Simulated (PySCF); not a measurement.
# Which is lower?

Two relaxed structures of AlHSO, closed shell (PBE0-D4/def2-TZVP; forces vanish, vibrations not checked).

A:

```
4
angstrom
O 0.9490 -0.8037 0.4421
Al -0.0864 0.3865 -0.2219
S -0.7459 -1.3286 0.7946
H -0.1114 1.7352 -1.0062
```

B:

```xyz
4
angstrom
O -0.1967 -0.4744 0.3059
Al -0.2291 -1.9159 1.2030
S -0.4435 0.9039 -0.5262
H 0.8435 1.1913 -0.8036
```

PySCF 2.14 with density fitting (its default auxiliary sets; JK sets also for MP2 and CCSD(T)); basis: def2-TZVPP; cores frozen in the correlated methods. B3LYP uses VWN-RPA correlation.

(1) Which structure is lower at CCSD(T), and by how much? (To be estimated.)

The T1 diagnostic stays at or below 0.018.

Results:

(1) By the calculation: B, by 36.7 kJ/mol (electronic energy, against the other). By their contacts, A is AlHSO ([O]1[AlH][S]1) and B is AlHSO ([Al][O][SH]).

All methods give the same order:

| method | E(B) − E(A) (kJ/mol) |
| --- | --- |
| PBE-D4 | -34.7 |
| r2SCAN-D4 | -19.0 |
| PBE0-D4 | -39.1 |
| B3LYP-D4 | -50.1 |
| wB97M-V | -47.7 |
| HF | -66.5 |
| MP2 | -23.8 |
| CCSD | -45.4 |
| CCSD(T) | -36.7 |

Labels in which every atom is bracketed show which atoms are joined, not bond orders.

For scale, one of the runs: CCSD(T)/def2-TZVPP, 129 basis functions, launched by `OMP_NUM_THREADS=2 python run.py`. Hardware: 2 CPU threads of an INTEL XEON PLATINUM 8581C, shared host. Wall time about 40 s.
